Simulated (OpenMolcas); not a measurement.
# One shape, several levels: doublet C2HF+

Wanted: a comparison of 4 runs (UB3LYP/6-31G*, UB3LYP/cc-pVTZ, UPBE0/cc-pVTZ, ROMP2/cc-pVTZ) of doublet C2HF+. 

Program for the calculation: OpenMolcas 26.06.

1 further run of the same task is left out (it didn't finish).

## Step 1: Starting point

C2HF+: 4 atoms, total charge +1, spin state doublet. SMILES of the parent species: `C#CF`. Geometry: relaxed at PBE0-D4/def2-TZVP. That shape belongs to the parent species and isn't relaxed for this state.

Bond lengths: C1–C2 1.192 Å, C2–F3 1.270 Å, C1–H4 1.063 Å. Angles: C1–C2–F3 180.0°, C2–C1–H4 180.0°.

## Step 2: The energy at UB3LYP/6-31G(d) (spherical functions) (run 1)

Contents of test.inp:

```
* C2HF Kohn-Sham DFT

&GATEWAY
 BasLib=$CurrDir
 Coord
 4
 angstrom
 C       -0.361030       0.453110      -0.290220
 C        0.303270      -0.380840       0.243810
 F        1.010600      -1.269010       0.812300
 H       -0.952830       1.196740      -0.765890
 Basis=6-31Gs
 Group=NoSym

&SEWARD
 GridInput
 Grid=UltraFine
 End of Grid

&SCF
 UHF
 Charge=1
 Spin=2
 KSDFT=B3LYP
 Thresholds=1e-10 1e-07 1e-07 1e-05
 PrOrbitals=1 2
```

The basis set 6-31G* is read from a file made from the Basis Set Exchange's data (not shown).

Command:

```
$ export MOLCAS_MEM=1860
$ pymolcas test.inp > test.log
```

Log:

```text
--- Start Module: gateway ---
[...]
--- Stop Module: gateway /rc=_RC_ALL_IS_WELL_ ---
--- Start Module: seward ---
[...]
      Basis functions           44
--- Stop Module: seward /rc=_RC_ALL_IS_WELL_ ---
--- Start Module: scf ---
[...]
       Convergence after  23 Iterations
[...]
::    Total KS-DFT energy                            -176.1294283196
[...]
      Total spin, S                                     0.5008051016
[...]
      Total electronic charge=   21.000000
      Total            charge=    1.000000
[...]
      Dipole Moment (debye):
      Origin of the operator (angstrom)=    0.3987   -0.5007    0.3205
                   X= -2.0501E+00               Y=  2.5747E+00               Z= -1.6477E+00           Total=  3.6806E+00
      Center of Charge (angstrom)
[...]
--- Stop Module: scf /rc=_RC_ALL_IS_WELL_ ---
[...]
```

Run time: 17 s. Hardware: 1 thread of Arm Neoverse V1, shared host; peak memory 0.38 GiB.

## Step 3: The energy at UB3LYP/cc-pVTZ (run 2)

Contents of struct.xyz:

```xyz
4

C     -0.361030     0.453110    -0.290220
C      0.303270    -0.380840     0.243810
F      1.010600    -1.269010     0.812300
H     -0.952830     1.196740    -0.765890
```

Contents of run.inp:

```
&gateway
baslib=$CurrDir
coord=struct.xyz
basis=cc-pVTZ
group=NoSym
&seward
gridinput
Grid=UltraFine
End of Grid
&scf
uhf
charge=1
spin=2
ksdft=B3LYP
thresholds=1e-10 1e-07 1e-07 1e-05
prorbitals=1 1
```

The basis set cc-pVTZ is read from a file made from the Basis Set Exchange's data (not shown).

Command:

```
$ export MOLCAS_MEM=1860
$ pymolcas run.inp > run.log
```

Log:

```text
--- Start Module: gateway ---
[...]
--- Stop Module: gateway /rc=_RC_ALL_IS_WELL_ ---
--- Start Module: seward ---
[...]
      Basis functions          104
--- Stop Module: seward /rc=_RC_ALL_IS_WELL_ ---
[...]
--- Start Module: scf ---
[...]
       Convergence after  21 Iterations
[...]
::    Total KS-DFT energy                            -176.2018712029
[...]
      Total spin, S                                     0.5009703127
[...]
      Total electronic charge=   21.000000
      Total            charge=    1.000000
[...]
      Dipole Moment (debye):
      Origin of the operator (angstrom)=    0.3987   -0.5007    0.3205
                   X= -2.0949E+00               Y=  2.6310E+00               Z= -1.6838E+00           Total=  3.7611E+00
      Center of Charge (angstrom)
[...]
--- Stop Module: scf /rc=_RC_ALL_IS_WELL_ ---
[...]
```

Wall time 52 s (1 thread of Arm Neoverse V1, shared host); peak memory 0.59 GiB.

## Step 4: The energy at UPBE0/cc-pVTZ (run 3)

Contents of mol.input:

```
>>> EXPORT MOLCAS_PRINT=2

&GATEWAY
  BasLib
  $CurrDir
  BasisSet
  C.cc-pVTZ....
  C1 -0.361030 0.453110 -0.290220 angstrom
  C2 0.303270 -0.380840 0.243810 angstrom
  End of Basis
  BasisSet
  F.cc-pVTZ....
  F3 1.010600 -1.269010 0.812300 angstrom
  End of Basis
  BasisSet
  H.cc-pVTZ....
  H4 -0.952830 1.196740 -0.765890 angstrom
  End of Basis

&SEWARD
  GridInput
  Grid=UltraFine
  End of Grid

&SCF
  UHF
  Charge
  1
  Spin
  2
  KSDFT
  PBE0
  Thresholds
  1e-10 1e-07 1e-07 1e-05
  PrOrbitals
  1 1
```

The basis set cc-pVTZ is read from a file made from the Basis Set Exchange's data (not shown).

Command:

```
$ export MOLCAS_MEM=1860
$ pymolcas mol.input > mol.log
```

Log:

```text
--- Start Module: gateway ---
[...]
--- Stop Module: gateway /rc=_RC_ALL_IS_WELL_ ---
--- Start Module: seward ---
[...]
      Basis functions          104
--- Stop Module: seward /rc=_RC_ALL_IS_WELL_ ---
[...]
--- Start Module: scf ---
[...]
       Convergence after  24 Iterations
[...]
::    Total KS-DFT energy                            -176.0083332053
[...]
      Total spin, S                                     0.5012592935
[...]
      Total electronic charge=   21.000000
      Total            charge=    1.000000
[...]
      Dipole Moment (debye):
      Origin of the operator (angstrom)=    0.3987   -0.5007    0.3205
                   X= -2.1020E+00               Y=  2.6399E+00               Z= -1.6895E+00           Total=  3.7739E+00
      Center of Charge (angstrom)
[...]
--- Stop Module: scf /rc=_RC_ALL_IS_WELL_ ---
[...]
```

It took 58 s on 1 thread of Arm Neoverse V1, shared host; peak memory 0.59 GiB.

## Step 5: A single-point energy at ROMP2/cc-pVTZ (run 4)

Contents of test.inp:

```
&gateway
baslib
$CurrDir
basisset
C.cc-pVTZ....
C1 -0.361030 0.453110 -0.290220 angstrom
C2 0.303270 -0.380840 0.243810 angstrom
End of Basis
basisset
F.cc-pVTZ....
F3 1.010600 -1.269010 0.812300 angstrom
End of Basis
basisset
H.cc-pVTZ....
H4 -0.952830 1.196740 -0.765890 angstrom
End of Basis
&seward
&scf
uhf
charge
1
spin
2
thresholds
1e-10 1e-07 1e-07 1e-05
prorbitals
1 1
&rasscf
fileorb
$Project.UnaOrb
spin
2
nactel
1 0 0
inactive
10
ras2
1
outorbitals
Canonical
orblisting
Nothing
&caspt2
ipea
0.0
frozen
3
```

The basis set cc-pVTZ is read from a file made from the Basis Set Exchange's data (not shown).

Command:

```
$ export MOLCAS_MEM=1860
$ pymolcas test.inp > test.log
```

Log:

```text
--- Start Module: gateway ---
[...]
--- Stop Module: gateway /rc=_RC_ALL_IS_WELL_ ---
[...]
      Basis functions          104
[...]
       Convergence after  27 Iterations
[...]
::    Total SCF energy                               -175.3458888521
[...]
      Total spin, S                                     0.5028750281
[...]
--- Start Module: rasscf ---
[...]
      Number of active orbitals                  1
[...]
      Spin quantum number                      0.5
[...]
      Active orbitals                            1
[...]
      Number of CSFs                             1
[...]
      Number of root(s) required                 1
[...]
      Convergence after 10 iterations
[...]
      printout of CI-coefficients larger than  0.05 for root  1
      energy=    -175.342965
      conf/sym  1     Coeff  Weight
             1  u   1.00000 1.00000
      Natural orbitals and occupation numbers for root  1
      sym 1:   1.000000
      ************************************************************************************************************************
      *                                                    Final results                                                     *
[...]
::    RASSCF root number  1 Total energy:   -175.34296539
[...]
      Total electronic charge=   21.000000
      Total            charge=    1.000000
[...]
      Dipole Moment (debye):
      Origin of the operator (angstrom)=    0.3987   -0.5007    0.3205
                   X= -2.4334E+00               Y=  3.0559E+00               Z= -1.9557E+00           Total=  4.3686E+00
      Center of Charge (angstrom)
[...]
--- Stop Module: rasscf /rc=_RC_ALL_IS_WELL_ ---
[...]
--- Start Module: caspt2 ---
[...]
 ###    WARNING: User changed nr of frozen orbitals.                         ###
 ###############################################################################
[...]
      E2 (Variational):          -0.5049677655
      Total energy:            -175.8479331527
[...]
      Reference weight:           0.88149
[...]
::    CASPT2 Root  1     Total energy:   -175.84793315
[...]
--- Stop Module: caspt2 /rc=_RC_ALL_IS_WELL_ ---
[...]
```

Wall time 28 s (1 thread of Arm Neoverse V1, shared host); peak memory 0.59 GiB.

## Step 6: All runs side by side

| run | level | integration grid | frozen core orbitals | energy (Eh) | HOMO energy (eV) | LUMO energy (eV) | ⟨S²⟩ | wall time |
| --- | --- | --- | --- | --- | --- | --- | --- | --- |
| 1 | UB3LYP/6-31G* (spherical functions) | UltraFine | – | -176.129428 | -16.95 | -14.37 | 0.752 | 17 s |
| 2 | UB3LYP/cc-pVTZ | UltraFine | – | -176.201871 | -17.06 | -14.44 | 0.752 | 52 s |
| 3 | UPBE0/cc-pVTZ | UltraFine | – | -176.008333 | -17.30 | -14.02 | 0.753 | 58 s |
| 4 | ROMP2/cc-pVTZ | – | 3 | -175.847933 | – | – | – | 28 s |

## Step 7: Results

| quantity | value |
| --- | --- |
| run 4: total energy | -175.84793 Eh |

**Reading.** Totals of different functionals can't be ranked against each other. All runs together took 2.6 min, the longest 58 s.
